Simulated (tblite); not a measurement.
Species: C2H5P2 (charge -1).
Atom-mapped SMILES: `[CH2:1]=[CH:2][P-:3][PH2:4]` (hydrogens: H5, H6 on C1; H7 on C2; H8, H9 on P4)

Geometry (GFN2-xTB, Å), atoms numbered from 1 in this order:
```xyz
9
C2H5P2 angstrom
C     -2.0602   -0.0985    0.1809
C     -0.7838    0.0661   -0.1834
P      0.6333   -0.4467    0.7609
P      2.0755    0.2356   -0.6201
H     -2.8791    0.2365   -0.4419
H     -2.3251   -0.5741    1.1115
H     -0.5613    0.5513   -1.1318
H      2.9456   -0.8584   -0.6502
H      2.9687    0.8943    0.2306
```

Level: GFN2-xTB in tblite, geometry and Hessian alike; calculated harmonic values, unscaled, isolated species. The method is semi-empirical: single wavenumbers can be off by several per cent or more. Modes of hydrogen on phosphorus can be 10 to 20 % off. One conformer, not necessarily the lowest.

Harmonic wavenumbers (cm⁻¹): 95.5, 173.8, 178.3, 343.2, 529.8, 555.8, 709.3, 717.9, 743.3, 786.2, 951.3, 1019.7, 1195.5, 1250.4, 1399.0, 1595.5, 2137.1, 2207.1, 2951.0, 3024.2, 3083.3.

A = 13674, B = 2329, C = 2021 MHz; mass 90.987 u (most abundant isotopes); point group Cs, symmetry number 1.

**Question.** What is the zero-point energy?

**Answer.** Half the sum of the wavenumbers: 12824 cm⁻¹ = 36.66 kcal/mol.

**Question.** Entropy at 273.15 K, 1 bar (ideal gas, RRHO, classical rotation)?

**Answer.** Translation 39.03, rotation 25.75, vibration 10.79: S = 75.6 cal/(mol K).

**Question.** And Cp and H(273.15 K) − H(0)?

**Answer.** Cp = 20.76 cal/(mol K), of which vibrations give 12.81 (their classical limit is 21 R = 41.7); H(273.15 K) − H(0) = 3.85 kcal/mol without the zero-point energy, 1.68 from vibrations.

**Question.** Which modes carry the vibrational entropy at 273.15 K?

**Answer.** 95.5 cm⁻¹: 3.37; 173.8 cm⁻¹: 2.23; 178.3 cm⁻¹: 2.18; 343.2 cm⁻¹: 1.06; 529.8 cm⁻¹: 0.49; 555.8 cm⁻¹: 0.44 cal/(mol K); the other 15 give 1.02 together.

**Question.** Blend soft modes into free rotors: weight 1/[1 + (100 cm⁻¹/ν̃)⁴] for the oscillator and the rest for a rotor with moment μB/(μ + B), μ = h/(8π²ν), B = 10⁻⁴⁴ kg m². What vibrational entropy results?

**Answer.** 10.49 cal/(mol K) in place of 10.79, which changes −T·S at 273.15 K by +0.08 kcal/mol.

**Question.** What must be added to the electronic energy to get the Gibbs energy at 273.15 K and 1 bar?

**Answer.** ZPE + [H(273.15 K) − H(0)] − T·S = 36.66 + 3.85 − 20.64 = 19.87 kcal/mol.

**Question.** How do the functions run with temperature in this model?

**Answer.** 
```tsv
T (K)	S (cal/(mol K))	Cp (cal/(mol K))	H − H(0) (kcal/mol)	G − H(0) (kcal/mol)	ln q(vib)
100	59.6	12.5	0.98	-4.98	0.47
200	69.7	17.2	2.46	-11.47	1.51
300	77.6	22.0	4.43	-18.85	2.64
500	90.7	29.5	9.63	-35.72	4.93
800	106.2	36.4	19.61	-65.36	8.21
1000	114.7	39.4	27.21	-87.47	10.22
```

q(vib) and H(0) count from the zero-point level.

Hindered rotation and anharmonicity are outside this model. Other conformers, if any are populated, would add a mixing term that is left out.
